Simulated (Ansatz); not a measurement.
Changing the shape of SO2 (charge +1), doublet

Program: Ansatz, Gaussian basis, development build. Basis cc-pV(T+d)Z on S, cc-pVTZ on O, 7 core orbitals frozen, nonrelativistic. On stretched bonds single-reference methods can fail or change state.

Case A:

```xyz
3

S     0.0000   -0.3875    0.0000
O     0.0000    0.1938    1.3032
O     0.0000    0.1938   -1.3032
```

Case B:

```xyz
3

S     0.0000   -0.4011    0.0000
O     0.0000    0.2005    1.3488
O     0.0000    0.2005   -1.3488
```

Case C:

```xyz
3

S     0.0277    0.0111    0.3730
O     0.0080    1.2608   -0.3468
O    -0.0073   -1.2700   -0.3983
```

Case D:

```xyz
3

S     0.0000    0.0000    0.0000
O     0.0000    1.3413    0.6255
O     0.0000   -1.2688    0.5917
```

Case E:

```tsv
atom	x (Å)	y (Å)	z (Å)
S	0.0000	0.0000	0.0000
O	0.0000	1.3196	0.6153
O	0.0000	-1.2906	0.6018
```

Case F:

```xyz
3

S     0.0000    0.0000    0.3703
O     0.0000    1.2819   -0.3728
O     0.0000   -1.2733   -0.3678
```

Energy less that of case A, in eV:

```tsv
case	RCCSD	UCCSD(T)
B	+0.213	+0.102
C	+0.307	+0.303
D	+0.125	+0.162
E	+0.048	+0.021
F	+0.315	–
```

**Question.** Give the RCCSD(T) energies against case A.

**Answer.** B: +0.096 eV; C: +0.222 eV; D: +0.097 eV; E: +0.020 eV; F: +0.212 eV.
